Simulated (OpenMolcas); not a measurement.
# How basis sets differ on BNH3O (SMILES N[B]O)

The species is BNH3O (6 atoms), meant as a doublet with charge 0. SMILES: `N[B]O`. The coordinates come from a PBE0-D4/def2-TZVP relaxation. This is one conformer, not always the lowest.

```xyz
6

N    -0.7813    0.1846   -0.5604
B     0.0326   -0.4904    0.3415
O     1.2702   -0.0471    0.6846
H    -1.6949   -0.1398   -0.8155
H    -0.4989    1.0427   -1.0120
H     1.7143   -0.6140    1.3157
```

Each level gives the dipole moment (D). The values are calculated.

| level | kind | program | value (D) | CPU time |
| --- | --- | --- | --- | --- |
| UHF/STO-3G | Hartree–Fock | OpenMolcas | 0.83 | 2.4 s |
| UHF/3-21G | Hartree–Fock | OpenMolcas | 0.77 | 2.2 s |
| UHF/def2-SVP | Hartree–Fock | OpenMolcas | 0.57 | 3.8 s |
| UHF/6-311G** | Hartree–Fock | OpenMolcas | 0.57 | 5.6 s |
| UHF/cc-pVTZ | Hartree–Fock | OpenMolcas | 0.52 | 38 s |

The values span 0.52 to 0.83 D. Magnitudes only: a small dipole may point the other way at some levels. Sets without polarisation functions give poor dipoles. Without the sets that lack polarisation functions the rows with a basis span only 0.52 to 0.57 D. CPU times are rough (shared hosts, several kinds of processor): they show what a rung costs within a factor of a few.
